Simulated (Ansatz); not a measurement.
Input file:

```yaml
crystal:
  periodic: [false, false, false]
  atoms:
    - {symbol: B, position_ang: [0.000000, -0.961506, 0.795230]}
    - {symbol: C, position_ang: [0.000000, 0.435729, 1.016476]}
    - {symbol: S, position_ang: [0.000000, 0.080922, -0.713931]}
    - {symbol: H, position_ang: [0.000000, 2.546449, 2.069919]}
basis:
  gaussian: {orbitals: cc-pVDZ}
magnetization: {spin_polarized: false, initial_magnetization: 2}
correlation: {method: sc_nevpt2, electrons: outside_noble_gas, active_space: {window: {electrons: 4, orbitals: 4}, states: [{multiplicity: 3, weights: [1, 1]}], root: 5}}
```

```sh
$ ansatz run in.yaml --threads 1 --pin off --events-out ev --progress --plain --max-ram 2393MiB
```

**Question.** How does this run end?

**Answer.** Refused. The input was made wrong on purpose (root beyond the states), so the run isn't a sound calculation of what was asked.
```
Error: the active space averages no state 5, counted from zero
```
